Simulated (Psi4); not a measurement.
Psi4 input (wB97X-D/6-311+G**):

```
memory 1500 MB

molecule {
0 3
N     0.00000000    0.00000000   -0.00000000
H    -0.66921757   -0.87421575    0.00485129
H    -0.42113606    1.01593440    0.05148382
H     1.09035363   -0.14171865   -0.05633511
symmetry c1
no_reorient
no_com
}

set {
  basis 6-311+G**
  reference uks
  scf_type pk
  dft_radial_points 99
  dft_spherical_points 590
  e_convergence 1e-8
  d_convergence 1e-7
  maxiter 150
}

e = energy('wb97x-d')
print_out(f'\nFINAL {e:.10f} DIPOLE {variable("CURRENT DIPOLE")[0]:.6f} {variable("CURRENT DIPOLE")[1]:.6f} {variable("CURRENT DIPOLE")[2]:.6f}\n')
```

Question: Predict the final energy.

Answer: -56.34319 Eh.
